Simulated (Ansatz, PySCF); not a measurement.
Reaction (SMILES): COC(C)=O → [C](=O)C + C[O] (CH3O) (the C-O bond breaks)

Wanted: bond dissociation energy (electronic), in kcal/mol. Set-up: no spin-orbit coupling; dispersion terms only where a functional's name holds one; frozen cores in correlated levels; non-relativistic; UHF or UKS for open shells. Basis-set limits of correlation are two-point, X^-3; Hartree-Fock from the larger set. The bracket is a focal-point correction in the basis named. First-principles rows: single points at B3LYP-D3(BJ) geometries (Ansatz, a quantum-chemistry and plane-wave program).

```tsv
species	coefficient	E at BP86/def2-SVP (PySCF), Eh	E at B3LYP/def2-TZVPD (Ansatz), Eh
COC(C)=O	-1	-268.18817	-268.50620
C[C]=O	+1	-153.06557	-153.24947
C[O] (CH3O)	+1	-114.95851	-115.10524
```

Coupled cluster (Ansatz) is a level with limits of its own, used here on species with T1 under 0.025 (0.045 for open shells) and stable references: RI-MP2/CBS(cc-pVTZ,cc-pVQZ)+[CCSD(T)-MP2]/cc-pVTZ. Value to compare with, RI-MP2/CBS(cc-pVTZ,cc-pVQZ)+[CCSD(T)-MP2]/cc-pVTZ (Ansatz): 106.7 kcal/mol. 1 Eh = 627.5095 kcal/mol.

**Question.** Work the quantity out at each level, and compare with RI-MP2/CBS(cc-pVTZ,cc-pVQZ)+[CCSD(T)-MP2]/cc-pVTZ (Ansatz).

**Answer.** 
- BP86/def2-SVP: the sum of coefficient times E is 0.16409 Eh, or 102.97 kcal/mol. Result: 103.0 kcal/mol. Its difference against RI-MP2/CBS(cc-pVTZ,cc-pVQZ)+[CCSD(T)-MP2]/cc-pVTZ (Ansatz) is -3.7 kcal/mol.
- B3LYP/def2-TZVPD: the sum of coefficient times E is 0.15149 Eh, or 95.06 kcal/mol. Result: 95.1 kcal/mol. Its difference against RI-MP2/CBS(cc-pVTZ,cc-pVQZ)+[CCSD(T)-MP2]/cc-pVTZ (Ansatz) is -11.6 kcal/mol.
